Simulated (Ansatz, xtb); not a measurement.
**CH3B2+: where a starting geometry ends**

The starting geometry of this gas-phase singlet was built from a drawn formula by distance geometry and a force field; its bonds are those of `B1B[CH+]1`.

```yaml
atoms:
  - { symbol: C, position_ang: [0.1770, -0.5741, 1.5061] }
  - { symbol: B, position_ang: [0.5207, -0.3351, 0.0095] }
  - { symbol: B, position_ang: [-0.5883, 0.5663, 0.7233] }
  - { symbol: H, position_ang: [1.2419, -0.5248, -0.9002] }
  - { symbol: H, position_ang: [-1.4289, 1.3729, 0.7044] }
  - { symbol: H, position_ang: [0.3262, -1.1016, 2.4093] }
```

Where would you expect an optimisation with r2SCAN-D4/def2-SVP to take it?

A bond breaks, leaving `B=C[BH+]`. Distances that change by over a tenth: C1–B3 (1.58 → 1.42 Å). Contacts that open: B2–B3 (1.60 → 2.51 Å).

The energy falls by 4.16 eV over 10 steps:

```tsv
step	E − E(last) (eV)
1	4.162
2	1.333
3	0.507
4	0.190
5	0.116
6	0.055
7	0.009
8	0.001
9	0.000
10	0.000
```

Final geometry (Å):

```xyz
6

C     0.1012   -0.3315    1.1158
B     0.9188   -0.6509    0.0018
B    -0.8943    0.6787    1.1176
H     1.5954   -0.9071   -0.9376
H    -1.7231    1.5265    1.1046
H     0.2506   -0.9120    2.0502
```

From the same start GFN2-xTB reaches the same bonding as this run.

No frequencies were run, so the end isn't proven a minimum. Run with Ansatz 0.2.0, 21 s on 1 thread of Intel(R) Xeon(R) Processor @ 2.50GHz (Skylake/Cascade Lake), with other jobs on the host.
